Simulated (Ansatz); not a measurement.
LiH₂⁻ (the lowest singlet isomer of a short search) was relaxed with PBE0-D4 (def2-TZVPD) in Ansatz in these states: charge -1 quintet, charge -1 singlet, charge -1 triplet. The geometries follow in no particular order.

A:

```xyz
3

Li    1.153   -0.567    0.873
H    -0.808    0.379   -0.068
H    -0.345    0.187   -0.805
```

B:

```xyz
3

Li    0.001    0.000   -0.003
H    -1.281    1.075   -0.358
H     1.280   -1.075    0.361
```

C:

```xyz
3

Li    0.9777    0.7511    1.0750
H     0.5647   -0.5799   -1.3530
H    -1.5424   -0.1712    0.2779
```

Judge from the bond lengths which geometry belongs to which state (an estimate).

A is the charge -1 triplet (Li1–H2 2.372 Å, Li1–H3 2.372 Å); B is the charge -1 singlet (Li1–H2 1.710 Å, Li1–H3 1.710 Å); C is the charge -1 quintet (Li1–H2 2.800 Å, Li1–H3 2.800 Å).

At PBE0-D4/def2-TZVPD the highest occupied level of the charge -1 triplet lies above zero (up to 1.14 eV). The electron is either unbound and held by the finite basis, or the level is raised by self-interaction error. At PBE0-D4/def2-TZVPD the highest occupied level of the charge -1 quintet lies above zero (up to 1.28 eV). At PBE0-D4/def2-TZVPD a singlet lies 0.77 eV below the charge -1 triplet. At PBE0-D4/def2-TZVPD a singlet lies 5.12 eV below the charge -1 quintet. In the triplet, H2 and H3 lie 0.89 Å apart (atoms count from 1), so H2 has formed as a molecule. These are the stationary points nearest to one start from a short search; other shapes may lie lower in each state. The charge -1 triplet has come apart into loosely held pieces. The charge -1 quintet has come apart into loosely held pieces.
